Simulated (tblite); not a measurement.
C3H5F2O (doublet state).
Geometry (GFN2-xTB, Å), atoms numbered from 1 in this order:
```
atom  x, y, z in Å
C1    -1.3319   -0.1319   -0.3483
C2    -0.2874    0.6510    0.4379
O3     0.7733   -0.1814    0.8918
C4     1.5736   -0.7023   -0.0482
F5     2.0174    0.1522   -1.0023
F6     2.6172   -1.3494    0.4794
H7    -2.1534    0.5265   -0.6138
H8    -1.7138   -0.9540    0.2514
H9    -0.8927   -0.5349   -1.2580
H10   -0.7152    1.0596    1.3552
H11    0.1182    1.4671   -0.1710
```

Method: GFN2-xTB as coded in tblite; computed harmonic values from a numerical Hessian at the method's own geometry, unscaled. This tight-binding method is rough: wavenumbers can miss measured ones by several per cent, in bad cases by 10 to 20. One conformer, not necessarily the lowest. Open shells enter through the occupations alone, without spin polarisation, and single modes of such species can be off by tens of per cent.

Harmonic wavenumbers (cm⁻¹): 36.6, 89.6, 182.7, 250.4, 357.0, 441.0, 526.2, 544.3, 828.0, 905.3, 973.0, 1066.3, 1083.0, 1123.4, 1170.6, 1229.1, 1270.7, 1326.7, 1396.6, 1456.2, 1472.7, 1485.2, 2932.1, 2991.2, 3044.4, 3053.6, 3061.3.

A = 7049, B = 2274, C = 2021 MHz; mass 95.031 u (most abundant isotopes); point group C1, symmetry number 1; spin multiplicity 2.

Zero-point energy?

Half the sum of the wavenumbers: 17149 cm⁻¹ = 49.03 kcal/mol.

What is S at 350 K and 1 bar for an ideal gas of classical rigid rotors and harmonic oscillators?

Translation 40.39, rotation 27.18, vibration 19.89, spin (R ln 2) 1.38: S = 88.8 cal/(mol K).

And Cp and H(350 K) − H(0)?

Cp = 27.00 cal/(mol K), of which vibrations give 19.05 (their classical limit is 27 R = 53.7); H(350 K) − H(0) = 6.23 kcal/mol without the zero-point energy, 3.45 from vibrations.

Blend soft modes into free rotors: weight 1/[1 + (100 cm⁻¹/ν̃)⁴] for the oscillator and the rest for a rotor with moment μB/(μ + B), μ = h/(8π²ν), B = 10⁻⁴⁴ kg m². What vibrational entropy results?

17.65 cal/(mol K) in place of 19.89, which changes −T·S at 350 K by +0.78 kcal/mol.

Which modes carry the vibrational entropy at 350 K?

36.6 cm⁻¹: 5.75; 89.6 cm⁻¹: 3.98; 182.7 cm⁻¹: 2.60; 250.4 cm⁻¹: 2.02; 357.0 cm⁻¹: 1.39; 441.0 cm⁻¹: 1.06 cal/(mol K); the other 21 give 3.08 together.

Hindered rotation and anharmonicity are outside this model. Other conformers, if any are populated, would add a mixing term that is left out. The structure is chiral; the term R ln 2 for an equal mix with its mirror image is left out.

Time: 0.18 s. Hardware: an Arm Neoverse V1 with one thread, shared host. The figure is for the frequency step alone.
